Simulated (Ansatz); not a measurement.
Reaction (SMILES): CC[SiH3] + 2 [H][H] (H2) → 2 C (CH4) + [SiH4] (SiH4)

Wanted: energy of full hydrogenation (enthalpy at 298 K), in kcal/mol. Conventions: no spin-orbit coupling; 6-311+G** with 5d, 6d on Na to Ar in Ansatz (a program for electronic structure); non-relativistic; frozen cores in correlated levels; LANL2DZ with its own core potentials from Na on; 6-31G* and kin with 6d, 5d where marked. CBS(X,Y): correlation extrapolated as X^-3; Hartree-Fock from the larger set. Ab initio and DFT rows: single points at B3LYP-D3(BJ) geometries (Ansatz), with unscaled harmonic terms from B3LYP/6-31G* (Ansatz) at its own minima.

Coupled cluster (Ansatz) is a level with limits of its own, used here on species with T1 under 0.025 (0.045 for open shells) and stable references: CCSD(T)/CBS(cc-pV(T+d)Z,cc-pV(Q+d)Z).

Value to compare with, CCSD(T)/CBS(cc-pV(T+d)Z,cc-pV(Q+d)Z) (Ansatz): -19.4 kcal/mol.

| level | program | energy of full hydrogenation (enthalpy at 298 K) (kcal/mol) | difference |
|---|---|---|---|
| MP2/STO-3G | Ansatz | -14.3 | 5.1 |
| MP2/3-21G | Ansatz | -17.3 | 2.1 |
| MP2/LANL2DZ | Ansatz | -19.0 | 0.4 |
| MP2/6-31G* | Ansatz | -17.3 | 2.1 |
| MP2/6-311+G** | Ansatz | -18.1 | 1.3 |

Among the 5 habitual levels, MP2/STO-3G lies farthest from CCSD(T)/CBS(cc-pV(T+d)Z,cc-pV(Q+d)Z) (Ansatz) (5.1 kcal/mol) and MP2/LANL2DZ nearest (0.4); 5 of 5 lie above it, and their mean absolute difference is 2.2 kcal/mol, the median 2.1. One case shows no general order.

The sets are all those run for this method; left out are runs that failed, that the program found above a lower state of the same kind, or whose <S^2> lies over 0.5 above the pure value.
